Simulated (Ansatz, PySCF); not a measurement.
dimethylamine (C₂H₇N), SMILES CNC.

Geometry: B3LYP-D3(BJ)/def2-TZVP.

Vertical ionisation energy (IE) and electron affinity (EA) in eV. Rows of orbital energies are one-electron estimates. Where ΔSCF, EOM or ADC give a negative EA the extra electron is unbound and the value depends on the basis.

```
level                                                                  IE     EA
-------------------------------------------------------------------  ----  -----
−ε(HOMO), −ε(LUMO), r2SCAN/def2-TZVPD (PySCF)                        5.24  -0.57
−ε(HOMO), −ε(LUMO), PBE/def2-TZVPD (PySCF)                           4.99   0.22
ΔSCF, PBE0/def2-SVPD (Ansatz), final states of multiplicity 2 and 2  8.77  -2.01
ΔSCF, PBE/def2-SVPD (Ansatz), final states of multiplicity 2 and 2   8.71  -1.84
```

Task: What vertical singlet–triplet gap does ΔSCF give with PBE0/def2-SVPD (Ansatz, a first-principles code) and with PBE/def2-SVPD (Ansatz)? (Estimate from the structure and the level; the computed values follow.)

Result: 5.69 and 5.46 eV (triplet above singlet where positive).
